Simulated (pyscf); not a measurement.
`[SiH3][SiH2][SiH3]` + `[H]` [doublet] -> `[SiH3][SiH][SiH3]` [doublet] + `[H][H]` (hydrogen abstraction; doublet surface; H–Si broken, H–H formed). Structures and frequencies: ωB97X-D3(BJ)/def2-SVP in PySCF. Energies in kcal/mol from the separated reactants.

```json
[
 {"level": "ωB97X-D3(BJ)/def2-TZVP", "barrier": "3.6", "reaction energy": "-17.7"},
 {"level": "PBE/def2-TZVP", "barrier": "-0.4", "reaction energy": "-19.5"},
 {"level": "B3LYP-D3(BJ)/def2-TZVP", "barrier": "-0.7", "reaction energy": "-20.7"},
 {"level": "PBE0-D3(BJ)/def2-TZVP", "barrier": "0.9", "reaction energy": "-18.1"},
 {"level": "M06-2X/def2-TZVP", "barrier": "4.1", "reaction energy": "-20.0"},
 {"level": "ωB97M-D3(BJ)/def2-TZVP", "barrier": "3.6", "reaction energy": "-17.5"}
]
```

At PBE, B3LYP-D3(BJ) this geometry lies under the reactants; that is no barrier but a single point on another level's saddle; such a level's own saddle, if it has one, lies nearer that side and is low. This is the saddle that the search found; another between the same sides may lie lower. The angle at the transferred H is 178°.
